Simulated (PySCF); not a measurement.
System (SMILES): C=C=O.
Geometry (B3LYP-D3(BJ)/def2-TZVP, fixed):
```xyz
5

C      0.0091     0.0017    -1.2056
C     -0.0008    -0.0001     0.1027
H      0.0282     0.9401    -1.7377
H     -0.0018    -0.9351    -1.7406
O     -0.0096    -0.0018     1.2620
```
Charge 0, spin multiplicity 1.

Basis-set convergence of the isotropic shielding of O5 at HF with PySCF. GIAO, no density fitting; atoms are numbered in the order shown. All functions are spherical. No added dispersion term, no relativity. Reference: the value in pcseg-3, -32.15 ppm, itself unsure by roughly 5.60 ppm (its distance from pcSseg-2). Deviations are taken from unrounded values.

```csv
basis,functions,isotropic shielding of O5 (ppm)
6-31G*,46,1.16
6-31+G*,58,6.50
cc-pVDZ,52,-3.27
aug-cc-pVDZ,87,2.32
def2-SVP,52,-2.05
def2-SVPD,79,5.97
pcseg-1,52,-14.21
aug-pcseg-1,87,-13.83
6-311G**,66,-30.90
6-311+G**,78,-24.38
def2-TZVP,105,-24.60
def2-TZVPD,132,-21.86
cc-pVTZ,118,-22.34
aug-cc-pVTZ,184,-15.92
pcseg-2,118,-30.82
aug-pcseg-2,184,-28.99
def2-TZVPP,121,-24.17
def2-TZVPPD,148,-21.56
def2-QZVPP,231,-26.40
def2-QZVPPD,258,-26.13
```

What the diffuse functions change, pair by pair:
- 6-31G* to 6-31+G*: 12 more functions, deviation 33.32 to 38.65 ppm
- cc-pVDZ to aug-cc-pVDZ: 35 more functions, deviation 28.89 to 34.47 ppm
- def2-SVP to def2-SVPD: 27 more functions, deviation 30.11 to 38.12 ppm
- pcseg-1 to aug-pcseg-1: 35 more functions, deviation 17.94 to 18.33 ppm
- 6-311G** to 6-311+G**: 12 more functions, deviation 1.26 to 7.78 ppm
- def2-TZVP to def2-TZVPD: 27 more functions, deviation 7.56 to 10.30 ppm
- cc-pVTZ to aug-cc-pVTZ: 66 more functions, deviation 9.82 to 16.24 ppm
- pcseg-2 to aug-pcseg-2: 66 more functions, deviation 1.34 to 3.17 ppm
- def2-TZVPP to def2-TZVPPD: 27 more functions, deviation 7.98 to 10.60 ppm
- def2-QZVPP to def2-QZVPPD: 27 more functions, deviation 5.76 to 6.02 ppm

They bring the value nearer the reference by more than 5.60 ppm in 0 of 10 pairs.
